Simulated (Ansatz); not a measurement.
Basis-set extrapolation for `N/C(Cl)=C\O` (PBE0-D4/def2-TZVP geometry, frozen core, the Gaussian-basis code of Ansatz). Multiplicity 1, RHF reference.

```csv
,def2-TZVPP,def2-QZVPP
HF,-666.945557,-666.967727
MP2 correlation,-0.960717,-1.036085
CCSD(T) correlation,-1.035291,not run
```

Energies in hartree. Use E(X) = E(∞) + A·exp(−7.88·√X) for Hartree–Fock and E(X) = E(∞) + B·X^(−2.97) for correlation, with X = 3 and 4, and add CCSD(T) minus MP2 of the smaller set to the MP2 limit.

Question: What is the CCSD(T) energy at the basis-set limit?

Answer: HF limit: -666.967727 + (-0.022170) × 0.13774 = -666.97078. MP2 limit: -1.036085 + (-0.075368) × 0.74074 = -1.09191. Higher-order term: -1.035291 − (-0.960717) = -0.07457. Total: -668.13726 hartree, 98.2 kcal/mol below CCSD(T)/def2-TZVPP.
